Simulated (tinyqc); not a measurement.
A ladder of methods, and size consistency: correlation methods against full CI in the sto-6g basis, for H2O, spin multiplicity 1. Computed by the program tinyqc with PySCF. All electrons correlated; +Q is the Davidson correction (1 - c0^2) E_corr. The last columns treat two copies 100 angstrom apart as one system. FCI is the lowest singlet.

Geometry (angstrom):
```
atom,x,y,z
O,0.0000,0.0000,0.0000
H,0.0000,0.9120,0.5700
H,0.0000,-0.9190,0.5750
```

RHF energy of one = -75.652278 hartree

Correlation energies (hartree):
```
method,E_corr of one,share of FCI (%),E_corr of two at 100 angstrom,two minus twice one (mhartree)
MP2,-0.04555,68.477,-0.09109,0.000
CISD,-0.06494,97.632,-0.12483,5.047
CISD+Q,-0.06768,101.759,-0.13413,1.239
CCSD,-0.06625,99.609,-0.13251,0.000
CCSD(T),-0.06640,99.824,-0.13279,0.000
FCI,-0.06651,100.000,-,-
```

What does the comparison show, and why?

MP2 recovers 68 %, CISD 97.6 % and CCSD 99.6 % of the FCI value (c0^2 = 0.958 in CISD). MP2 and coupled cluster are size consistent, so their last column vanishes; CISD loses 5.05 mhartree, since a double excitation on each copy is a quadruple of the pair, and the Davidson correction leaves +1.24.
